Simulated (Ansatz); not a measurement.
The input, for Ansatz 0.2.0:

```yaml
crystal:
  periodic: [false, false, false]
  atoms:
    - {symbol: Cl, position_ang: [0.073473, -0.039346, 1.433814]}
    - {symbol: Al, position_ang: [-0.091422, 0.165681, -0.611458]}
    - {symbol: N, position_ang: [-0.014786, -0.242293, -2.234206]}
    - {symbol: H, position_ang: [0.068411, 0.315829, -3.017120]}
basis:
  gaussian: {orbitals: 6-31G}
magnetization: {spin_polarized: true, initial_magnetization: 0}
correlation: {method: bccd_t, electrons: all}
```

```sh
$ ansatz run in.yaml --threads 1 --pin off --events-out ev --progress --plain --max-ram 2393MiB
```

The program prints:

```
443 factors; integrals over basis functions are off by at most 2.8e-4 eV
mean field evaluation 1: about -20576.0106 eV, gradient 3.1e1 eV
mean field evaluation 2: about -20576.0146 eV, gradient 3.1e1 eV
mean field evaluation 4: about -20581.1075 eV, gradient 2.4e0 eV
mean field evaluation 8: about -20581.1627 eV, gradient 2.4e-3 eV
mean field evaluation 16: about -20581.4633 eV, gradient 1.1e-2 eV
mean field evaluation 32: about -20581.4634 eV, gradient 1.5e-2 eV
mean field evaluation 64: about -20576.3974 eV, gradient 1.0e1 eV
mean field evaluation 96: about -20577.3525 eV, gradient 1.9e1 eV
mean field evaluation 128: about -20576.4842 eV, gradient 1.8e1 eV
mean field evaluation 160: about -20580.3463 eV, gradient 1.3e-1 eV
...
cycle   6  -5.73571623 eV  change   -2.7e-3 eV  update   9.0e-3
cycle   7  -5.73081615 eV  change    4.9e-3 eV  update   3.7e-3
cycle   8  -5.72922144 eV  change    1.6e-3 eV  update   1.6e-3
cycle   9  -5.73009024 eV  change   -8.7e-4 eV  update   7.7e-4
cycle  10  -5.72989743 eV  change    1.9e-4 eV  update   4.3e-4
cycle  11  -5.73015265 eV  change   -2.6e-4 eV  update   2.6e-4
cycle  12  -5.72989639 eV  change    2.6e-4 eV  update   1.4e-4
cycle  13  -5.72993172 eV  change   -3.5e-5 eV  update   7.1e-5
cycle  14  -5.73000777 eV  change   -7.6e-5 eV  update   3.7e-5
cycle  15  -5.72999085 eV  change    1.7e-5 eV  update   2.0e-5
perturbative correction -0.33644652 eV, -0.0123641814 hartree
Total energy: -20587.52986543 eV, -756.5777678255 hartree
```

Ran on 1 thread of Arm Neoverse V2, shared host: 7 s wall, 0.18 GiB peak host memory.
